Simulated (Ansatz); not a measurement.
# C₃H₆ (built from SMILES C[C]C): single points off equilibrium

One table from this session's results is given with a row withheld; the runs are named, their logs left out.

The runs use Ansatz 0.2.0, Gaussian basis; single points in def2-TZVPP.

Correlated methods freeze the cores.

### Where the work starts

9 atoms, charge 0, spin multiplicity 1.

Atoms are counted from 1 here; the program's logs count them from 0.

Bond lengths: H1–C2 1.238 Å, H1–C3 1.315 Å, C2–C3 1.378 Å, C2–H5 1.037 Å, C2–H6 1.098 Å, C3–C4 1.496 Å, C4–H7 1.081 Å, C4–H8 1.068 Å, C4–H9 1.068 Å. Angles: C2–H1–C3 65.3°, H1–C2–C3 60.1°, H1–C2–H5 117.9°, H1–C2–H6 104.4°, C3–C2–H5 125.9°, C3–C2–H6 117.1°, H5–C2–H6 115.2°, H1–C3–C2 54.7°, H1–C3–C4 109.4°, C2–C3–C4 112.0°, C3–C4–H7 117.9°, C3–C4–H8 109.6°, C3–C4–H9 106.0°, H7–C4–H8 105.7°, H7–C4–H9 109.7°, H8–C4–H9 107.6°.

Geometry (Å):

```mol
C3H6
  3D, bonds by distance, orders not assigned

  9  9  0  0  0  0  0  0  0  0999 V2000
   -0.7814    0.5468   -0.9652 H   0  0
    0.4553    0.5284   -1.0243 C   0  0
   -0.2251   -0.5551   -0.5125 C   0  0
   -0.2500   -0.5459    0.9830 C   0  0
    0.9782    1.2342   -0.4736 H   0  0
    0.6764    0.5171   -2.0995 H   0  0
    0.0941    0.3459    1.4885 H   0  0
   -1.2493   -0.7050    1.3258 H   0  0
    0.3350   -1.3841    1.2924 H   0  0
  1  2  8  0
  1  3  8  0
  2  3  8  0
  2  5  8  0
  2  6  8  0
  3  4  8  0
  4  7  8  0
  4  8  8  0
  4  9  8  0
M  END
```

Set-up of the first run:

The input, run/in.yaml:

```yaml
crystal:
  periodic: [false, false, false]
  atoms:
    - {symbol: H, position_ang: [-0.781400, 0.546800, -0.965200]}
    - {symbol: C, position_ang: [0.455300, 0.528400, -1.024300]}
    - {symbol: C, position_ang: [-0.225100, -0.555100, -0.512500]}
    - {symbol: C, position_ang: [-0.250000, -0.545900, 0.983000]}
    - {symbol: H, position_ang: [0.978200, 1.234200, -0.473600]}
    - {symbol: H, position_ang: [0.676400, 0.517100, -2.099500]}
    - {symbol: H, position_ang: [0.094100, 0.345900, 1.488500]}
    - {symbol: H, position_ang: [-1.249300, -0.705000, 1.325800]}
    - {symbol: H, position_ang: [0.335000, -1.384100, 1.292400]}
basis:
  gaussian: {orbitals: def2-TZVPP}
correlation: {method: ccsd_t}
output: {forces: true}
```

The command line of these runs was not kept.

Among the steps run: CCSD(T)/def2-TZVPP; PBE0-D4/def2-TZVPP; wB97M-V/def2-TZVPP; r2SCAN-D4/def2-TZVPP; PBE-D4/def2-TZVPP; wB97X-V/def2-TZVPP; r2SCAN0-D4/def2-TZVPP.

One of the session's tables, all rows but one given; the rest of the session is left out.

| method | RMS force component (eV/Å) | angle to CCSD(T) forces (°) | dipole (D) |
| --- | --- | --- | --- |
| CCSD(T) | 0.795 | reference | 2.30 |
| PBE0-D4 | 0.811 | 13.8 | 2.26 |
| wB97M-V | 0.780 | 10.4 | 2.31 |
| r2SCAN-D4 | 0.812 | 11.2 | 2.22 |
| PBE-D4 | ? | ? | ? |
| wB97X-V | 0.815 | 8.6 | 2.36 |
| r2SCAN0-D4 | 0.782 | 15.4 | 2.29 |

Estimate the missing values for PBE-D4.

As computed: RMS force component (eV/Å): 0.870; angle to CCSD(T) forces (°): 12.8; dipole (D): 2.14. In the column «RMS force component (eV/Å)» it is the highest.
